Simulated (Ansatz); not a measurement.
**H2Ge–AsH, singlet: vertical spin and charge gaps**

Geometry (PBE0/def2-TZVP stationary point for this spin, not checked as a minimum):

```xyz
5

Ge    0.0000    0.0130    1.1097
As    0.0000   -0.0326   -1.1138
H     0.0000    1.2621    2.0021
H     0.0000   -1.2714    1.9501
H     0.0000    1.4941   -1.1312
```

Basis cc-pVDZ; Ansatz 0.2.0. Only valence electrons are correlated (noble-gas cores and the filled d shells of p-block atoms frozen). R marks a restricted (for open shells ROHF) determinant. Active spaces: valence = (12e, 11o) chosen from the atoms' valence shells. No spin–orbit coupling is included, and no scalar relativity.

Gaps are energies of the second state less the first, at fixed atoms, for a selection of the levels run; each method lands on the state that its own search finds for that charge and spin.

Removing an electron, to the doublet: 8.479 eV at RCCSDT(Q).

Large singles or doubles amplitudes warn of static correlation in the H2Ge–AsH singlet.

```tsv
level	gap (eV)	error (meV)
RHF	7.441	-1038
RMP2	8.412	-67
CISD	8.174	-305
RCCSD	8.369	-110
RCCSD(T)	8.468	-11
BCCD(T)	8.466	-13
RCCSDT	8.468	-11
CASSCF (valence space)	7.820	-659
NEVPT2 (valence space)	8.384	-95
MRCISD (valence space)	8.400	-79
MRCISD+Q (valence space)	8.481	2
PBE	8.609	130
r2SCAN	8.637	158
PBE0	8.549	70
B3LYP	8.599	120
wB97M-V	8.438	-41
B2PLYP	8.504	25
RPA-PBE	8.570	91
```

Triplet less singlet: 2.099 eV at RCCSDT(Q).

Large singles or doubles amplitudes warn of static correlation in the H2Ge–AsH singlet.

```
                 level  gap (eV)  error (meV)
                 RCCSD     1.983         -116
              RCCSD(T)     2.086          -13
               BCCD(T)     2.084          -15
                RCCSDT     2.087          -12
CASSCF (valence space)     2.141           42
MRCISD (valence space)     2.117           18
                 B3LYP     2.079          -20
               wB97M-V     1.911         -188
                B2PLYP     2.085          -14
               RPA-PBE     2.119           20
```

In so small a basis the reference is far from its limit while semilocal and hybrid functionals are nearer theirs (RPA and double hybrids share part of the reference's basis error), so the functionals' errors here hold much of the reference's basis and frozen-core error, which can add to them or hide them.

Full CI isn't at hand for all of this; RCCSDT(Q) serves as the reference, and is uncertain by the last step of the cluster series or more.
